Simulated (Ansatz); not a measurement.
# How far each method lies from RCCSDT(Q) for C₂H₅N, singlet

Geometry: MP2(full)/6-31G*, from the G2/97 set.

```xyz
8

C    -0.0216   -0.4286    0.7394
N    -0.0216    0.8440    0.0000
C    -0.0216   -0.4286   -0.7394
H     0.9199    1.2370    0.0000
H    -0.9388   -0.6362    1.2800
H    -0.9388   -0.6362   -1.2800
H     0.8863   -0.7396    1.2490
H     0.8863   -0.7396   -1.2490
```

Basis cc-pVDZ; Ansatz 0.2.0. Only valence electrons are correlated (noble-gas cores frozen), which leaves 18 electrons in 64 orbitals. R marks a restricted (for open shells ROHF) determinant. Active spaces: frontier = (8e, 8o) about the gap.

Full CI isn't at hand for all of this; RCCSDT(Q) serves as the reference, and is uncertain by about the last step of the cluster series.

```
UHF ⟨S²⟩                          : 0.000
T1 diagnostic (RCCSD)             : 0.0081
largest doubles amplitude (RCCSD) : 0.039
```

```json
{"level": "RMP2", "E − E(RHF) (eV)": "-12.2174"}
{"level": "RCCSD", "E − E(RHF) (eV)": "-13.1111"}
{"level": "RCCSD(T)", "E − E(RHF) (eV)": "-13.5146"}
```

(1) Estimate how far RCCSDT(Q) in cc-pVDZ lies from RCCSD(T). The table doesn't fix it; the size of (T) and the diagnostics are the guide.

(1) RCCSDT(Q) in cc-pVDZ lies 4.2 kJ/mol below RCCSD(T), which is 11 % of the (T) step (-38.9 kJ/mol). The diagnostics are small and the rest is a small part of (T), but (T) is large here. The miss exceeds 1 kcal/mol.

The other levels:

```json
{"level": "CISD", "E − E(RCCSDT(Q)) (kJ/mol)": "186.7", "share of correlation (%)": "85.72", "wall time": "7 s"}
{"level": "BCCD(T)", "E − E(RCCSDT(Q)) (kJ/mol)": "4.2", "share of correlation (%)": "99.68", "wall time": "1.8 s"}
{"level": "RCCSDT", "E − E(RCCSDT(Q)) (kJ/mol)": "3.0", "share of correlation (%)": "99.77", "wall time": "–"}
{"level": "CASSCF (frontier space)", "E − E(RCCSDT(Q)) (kJ/mol)": "1018.0", "share of correlation (%)": "22.18", "wall time": "–"}
{"level": "NEVPT2 (frontier space)", "E − E(RCCSDT(Q)) (kJ/mol)": "153.7", "share of correlation (%)": "88.25", "wall time": "19 s (H100)"}
```

The correlation energy at RCCSDT(Q), counted from RHF, is -13.558 eV. That run took 15 s on 2 threads of AMD EPYC 7R13 with a shared H100 80 GB, shared host.

Times hold each run's SCF and search for its determinant on a shared host, so for small cases they say little of a method's own cost; rows without a card ran on 1 thread of AMD EPYC 7R13.

Atomization energy (electronic, same basis, no zero-point term; atoms at the same level, unrestricted beside the R rows where the molecule is a closed shell, with restricted open-shell steps beyond CCSDT(Q)) at RCCSDT(Q): 2762.3 kJ/mol. Errors of other levels:

```
   level  error (kJ/mol)
     RHF          -688.9
    RMP2            32.4
    CISD          -173.6
   RCCSD           -34.5
RCCSD(T)            -2.1
 BCCD(T)            -1.6
  RCCSDT            -2.8
```

This basis is far from its limit, so the value isn't to be set against a measured one. Truncated CI isn't size-consistent, which counts against it in atomization.
